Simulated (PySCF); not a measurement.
**`SS`, H2S2**

Molfile (atoms numbered from 1):
```
H2S2
     RDKit          3D

  4  3  0  0  0  0  0  0  0  0999 V2000
    0.8876    0.4151    0.5312 S   0  0  0  0  0  0  0  0  0  0  0  0
   -0.8868    0.4739   -0.4835 S   0  0  0  0  0  0  0  0  0  0  0  0
    1.5461   -0.4177   -0.2864 H   0  0  0  0  0  0  0  0  0  0  0  0
   -1.5366   -0.4665    0.2160 H   0  0  0  0  0  0  0  0  0  0  0  0
  1  2  1  0
  1  3  1  0
  2  4  1  0
M  END
```

Theory: TDDFT wB97X-D/def2-SVPD circular dichroism and optical rotation, one conformer, gas phase (PySCF 2.14.0). Geometry: GFN2-xTB.

No stereocentre is labelled: unless the shape is locked (an allene, a helicene, a hindered biaryl), the mirror image is equally populated and a measured rotation or CD is zero.

Q: What is the specific rotation at 633, 589.3, 546, 436, 405, 365, 355 nm?

A: [α] in deg dm⁻¹ (g/mL)⁻¹:
| λ (nm) | origin-invariant length gauge | modified velocity gauge | length gauge (centre of mass) | isotropic polarisability (au) |
| --- | --- | --- | --- | --- |
| 633 | +138.6 | +141.9 | +136.7 | 44.4 |
| 589.3 | +163.9 | +168.0 | +161.6 | 44.6 |
| 546 | +197.1 | +202.2 | +194.2 | 44.8 |
| 436 | +354.6 | +366.2 | +349.6 | 45.9 |
| 405 | +439.7 | +455.7 | +433.4 | 46.5 |
| 365 | +614.0 | +640.9 | +605.4 | 47.4 |
| 355 | +676.8 | +708.2 | +667.4 | 47.7 |

Q: And for the mirror image at 589.3 nm?

A: -163.9 deg dm⁻¹ (g/mL)⁻¹ (origin-invariant length gauge): the same size and the opposite sign.

Q: What is the molar rotation [Φ] = [α]·M/100 of the geometry above at 589.3 nm?

A: With M = 66.14 g/mol, +108.4 deg cm² dmol⁻¹ (origin-invariant length gauge).

The first excitation lies at 4.81 eV (258 nm) with R = -4.7 × 10⁻⁴⁰ esu² cm² (velocity form).
